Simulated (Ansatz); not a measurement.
Relaxation of BClFH3 (6 atoms, charge 0, multiplicity 1), to a largest force component of 0.03 eV/Å in at most 50 steps.

Computed with RKS B3LYP/def2-SVP (Ansatz 0.2.0).

```xyz
6
Properties=species:S:1:pos:R:3:forces:R:3
B 0.036 -0.234 -0.046 0.07 0.02 -0.25
H 0.113 -0.393 1.139 0.00 -0.09 0.22
Cl 1.496 -0.444 -0.984 -0.05 0.00 0.03
H -1.007 -0.071 -0.611 -0.01 0.04 0.01
F 0.251 2.073 0.940 -0.03 0.14 -0.17
H 0.231 1.411 1.587 0.01 -0.11 0.17
```

Where does it end, and by what steps?

It converged. The force dipped under the threshold on the way, but the program's further checks kept it going. After 40 steps the energy has fallen by 0.082 eV; H6 moved furthest, 0.97 Å.

```
step  energy less start (eV)  largest force component (eV/Å)  accepted
   0                  0.0000                           0.246       yes
   2                 -0.0070                           0.171       yes
   4                 -0.0103                           0.199       yes
   6                 -0.0159                           0.045       yes
   8                 -0.0172                           0.427        no
  10                 -0.0185                           0.339        no
  12                 -0.0208                           0.025       yes
  14                 -0.0211                           0.066       yes
  16                 -0.0214                           0.075       yes
  18                 -0.0225                           0.149       yes
  20                 -0.0258                           0.074       yes
  22                 -0.0278                           0.081       yes
  24                 -0.0001                           1.622        no
  26                 -0.0359                           0.242       yes
  28                 -0.0413                           0.196       yes
  30                 -0.0531                           0.464       yes
  32                 -0.0615                           0.224       yes
  34                 -0.0770                           0.127       yes
  36                 -0.0774                           0.542        no
  38                 -0.0813                           0.116       yes
  40                 -0.0816                           0.003       yes
```

```xyz
6
Properties=species:S:1:pos:R:3
B -0.064 -0.220 0.087
H -0.176 -0.935 1.041
Cl 1.600 0.029 -0.542
H -0.965 0.080 -0.643
F -0.071 1.594 1.184
H 0.797 1.795 0.898
```

Whether the end is a true minimum wasn't checked by a vibrational analysis.

The run took 76 s on 1 thread of Arm Neoverse V1, with other jobs on the host, peak memory 0.12 GiB.
